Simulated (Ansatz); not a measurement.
A relaxation, step by step

CH$_{4}$BMg (SMILES [BH2][Mg][CH2-]) (charge -1), closed shell, revPBE-D4/6-31G (Ansatz 0.2.0). Settings:

```yaml
hamiltonian: {xc: {name: revPBE}, dispersion: d4}
relax: {f_tol: 0.2, max_steps: 30, max_displacement: 0.2}
```

Start (the SMILES describes the start alone):

```xyz
7
angstrom
B -2.0225 -0.0683 -0.9055
Mg 0.1774 0.1906 -0.0541
C 1.5422 -0.1965 1.3660
H -2.1465 -0.7039 -1.5752
H -2.2818 1.0223 -1.4860
H 2.2126 -1.0856 1.1766
H 2.3405 0.5865 1.5465
```

```json
{"step": "1", "energy less the last (meV)": "2462.6", "largest force component (eV/Å)": "10.391"}
{"step": "2", "energy less the last (meV)": "396.0", "largest force component (eV/Å)": "2.118"}
{"step": "3", "energy less the last (meV)": "83.8", "largest force component (eV/Å)": "0.823"}
{"step": "4", "energy less the last (meV)": "54.2", "largest force component (eV/Å)": "0.844"}
{"step": "5", "energy less the last (meV)": "28.1", "largest force component (eV/Å)": "0.481"}
{"step": "6", "energy less the last (meV)": "0.0", "largest force component (eV/Å)": "0.155"}
```

Step 3, positions (Å) and forces (eV/Å):

| atom | x | y | z | Fx | Fy | Fz |
| --- | --- | --- | --- | --- | --- | --- |
| B1 | -1.793 | 0.096 | -1.133 | -0.823 | 0.300 | -0.322 |
| Mg2 | 0.112 | 0.131 | 0.029 | 0.077 | -0.140 | 0.145 |
| C3 | 1.690 | -0.171 | 1.274 | 0.716 | 0.211 | -0.220 |
| H4 | -2.378 | -0.923 | -1.570 | 0.253 | 0.298 | 0.079 |
| H5 | -2.451 | 1.129 | -1.467 | 0.320 | -0.513 | 0.127 |
| H6 | 2.264 | -1.141 | 1.239 | -0.202 | 0.229 | 0.213 |
| H7 | 2.377 | 0.624 | 1.697 | -0.341 | -0.386 | -0.022 |

Step 4, positions (Å) and forces (eV/Å):

```
atom       x       y       z      Fx      Fy      Fz
  B1  -1.877   0.123  -1.144   0.684  -0.172   0.136
 Mg2   0.115  -0.017   0.020  -0.207   0.249  -0.004
  C3   1.790  -0.121   1.174  -0.648  -0.844  -0.406
  H4  -2.314  -0.885  -1.683  -0.277  -0.002  -0.052
  H5  -2.506   1.142  -1.372  -0.175   0.065  -0.047
  H6   2.202  -1.124   1.428   0.116  -0.082  -0.005
  H7   2.412   0.628   1.644   0.506   0.786   0.379
```

Step 5, positions (Å) and forces (eV/Å):

```csv
atom,x,y,z,Fx,Fy,Fz
B1,-1.846,0.114,-1.152,0.175,0.027,0.040
Mg2,0.054,-0.010,0.028,0.297,0.035,0.236
C3,1.753,-0.156,1.160,0.155,-0.303,0.062
H4,-2.368,-0.885,-1.626,-0.196,-0.025,-0.113
H5,-2.434,1.157,-1.412,-0.138,-0.017,-0.058
H6,2.319,-1.094,1.386,-0.214,-0.198,-0.174
H7,2.344,0.620,1.685,-0.080,0.481,0.007
```

Last step (6):

B1  (-1.816, 0.108, -1.154)
Mg2  (0.087, 0.001, 0.061)
C3  (1.764, -0.169, 1.168)
H4  (-2.363, -0.865, -1.671)
H5  (-2.461, 1.133, -1.368)
H6  (2.266, -1.133, 1.413)
H7  (2.344, 0.670, 1.618)
(Å)

Hardware: 2 CPU threads of an Intel Xeon, shared host. Wall time about 17 s.
